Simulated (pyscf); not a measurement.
PySCF, gas phase, ωB97X-D3(BJ)/def2-SVP geometries.

**Question.** For the elementary gas-phase step H₂N–Nb(=O)(OH)–Cl → O=Nb(=O)–Cl + NH₃ (singlet surface; H–O, N–Nb broken, H–N formed), what barrier and reaction energy does ωB97M-D3(BJ)/def2-TZVP give, measured from the reactant's lowest minimum found?

**Answer.** ΔE‡ = 44.3 kcal/mol, ΔE = +61.0 kcal/mol. Zero-point energy shifts the barrier by -1.9 kcal/mol. It is an elimination, with an imaginary mode of 1802i cm⁻¹. On the product side the descent ends in an adduct with a N–Nb contact, 51.5 kcal/mol under the separated species and 32.0 kcal/mol under the saddle at ωB97X-D3(BJ)/def2-TZVP. At ωB97M-D3(BJ) the saddle lies under the separated products, which points to a path from their complex (located at ωB97X-D3(BJ) alone), and parting the products costs more than the saddle. What is counted as broken (N–Nb) persists as a longer contact in the product adduct; parting that adduct is a step of its own. At the saddle there is also a short H–Nb contact that neither side keeps. One saddle was located; it need not be the lowest between these sides. Elements past Kr carry the def2 core potentials, without spin-orbit coupling.
